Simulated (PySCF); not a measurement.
Geometries of 6 isomers of C4H5N, from PySCF, PBE0-D3(BJ)/def2-SVP geometry optimisation, gas phase. One conformer each, no zero-point energy, no frequencies.

Task: Which is lowest in electronic energy at this level?
A.
```xyz
10
angstrom
C      2.290   -0.200    0.568
C      1.185   -0.318    0.086
C     -0.129   -0.485   -0.481
C     -1.142    0.595   -0.316
N     -1.290   -0.657    0.392
H      3.270   -0.091    0.995
H     -0.159   -1.097   -1.391
H     -0.827    1.491    0.230
H     -1.862    0.774   -1.121
H     -1.005   -0.559    1.366
```
B.
```xyz
10
angstrom
C     -1.293   -1.074    0.035
C     -0.274   -0.415   -0.512
C      0.847    0.208    0.274
C      0.956    1.649    0.057
N      1.037    2.789   -0.125
H     -2.077   -1.516   -0.586
H     -1.384   -1.197    1.119
H     -0.215   -0.302   -1.600
H      1.814   -0.244   -0.011
H      0.715    0.025    1.353
```
C.
```xyz
10
angstrom
C      0.219    1.541    0.030
C      0.325    0.205   -0.046
C     -0.838   -0.743   -0.056
C      1.631   -0.391   -0.123
N      2.672   -0.900   -0.187
H      1.102    2.183    0.034
H     -0.763    2.016    0.090
H     -1.786   -0.192    0.006
H     -0.841   -1.348   -0.975
H     -0.780   -1.443    0.792
```
D.
```xyz
10
angstrom
C      2.778   -0.311   -0.152
N      1.657   -0.195    0.175
C      0.329   -0.058    0.569
C     -0.754   -0.668   -0.277
C     -0.589    0.819   -0.235
H      0.202   -0.075    1.655
H     -0.431   -1.191   -1.181
H     -1.597   -1.127    0.244
H     -0.157    1.309   -1.110
H     -1.315    1.421    0.317
```
E.
```xyz
10
angstrom
C      2.014   -0.793    0.170
C      1.161    0.067    0.135
C      0.110    1.083    0.089
N     -1.267    0.643    0.006
C     -1.547   -0.587   -0.023
H      2.778   -1.547    0.204
H      0.291    1.757   -0.767
H      0.193    1.733    0.978
H     -0.795   -1.398    0.009
H     -2.605   -0.881   -0.085
```
F.
```xyz
10
angstrom
C      1.058   -1.315   -0.072
C      0.813   -0.052    0.298
C     -0.499    0.531    0.192
N     -1.117    1.605    0.414
C     -1.899    0.443   -0.161
H      0.258   -1.947   -0.470
H      2.056   -1.751    0.012
H      1.601    0.594    0.698
H     -2.221    0.532   -1.207
H     -2.618   -0.050    0.507
```

Result: C. That is methacrylonitrile (`C=C(C)C#N`), 4.8 kcal/mol below the next.

```json
{"SMILES": "C=C(C)C#N", "atoms numbered as above": "[CH2:1]=[C:2]([CH3:3])[C:4]#[N:5]", "E (Eh)": "-209.74406", "relative (kcal/mol)": "0.0", "relative (kJ/mol)": "0.0", "dipole (D)": "3.85"}
{"SMILES": "C=CCC#N", "atoms numbered as above": "[CH2:1]=[CH:2][CH2:3][C:4]#[N:5]", "E (Eh)": "-209.73639", "relative (kcal/mol)": "4.8", "relative (kJ/mol)": "20.1", "dipole (D)": "3.81"}
{"SMILES": "[C-]#[N+]C1CC1", "atoms numbered as above": "[C-:1]#[N+:2][CH:3]1[CH2:4][CH2:5]1", "E (Eh)": "-209.70443", "relative (kcal/mol)": "24.9", "relative (kJ/mol)": "104.0", "dipole (D)": "4.00"}
{"SMILES": "C=CC1=NC1", "atoms numbered as above": "[CH2:1]=[CH:2][C:3]1=[N:4][CH2:5]1", "E (Eh)": "-209.68955", "relative (kcal/mol)": "34.2", "relative (kJ/mol)": "143.1", "dipole (D)": "2.88"}
{"SMILES": "C#CCN=C", "atoms numbered as above": "[CH:1]#[C:2][CH2:3][N:4]=[CH2:5]", "E (Eh)": "-209.67272", "relative (kcal/mol)": "44.8", "relative (kJ/mol)": "187.3", "dipole (D)": "1.19"}
{"SMILES": "C#C[C@@H]1CN1", "atoms numbered as above": "[CH:1]#[C:2][C@@H:3]1[CH2:4][NH:5]1", "E (Eh)": "-209.66614", "relative (kcal/mol)": "48.9", "relative (kJ/mol)": "204.6", "dipole (D)": "1.33"}
```

As drawn, the lowest has a C≡N group and a C=C bond outside aromatic rings, which the highest lacks; the highest has a three-membered ring, a C≡C bond and an N–H bond, which the lowest lacks.
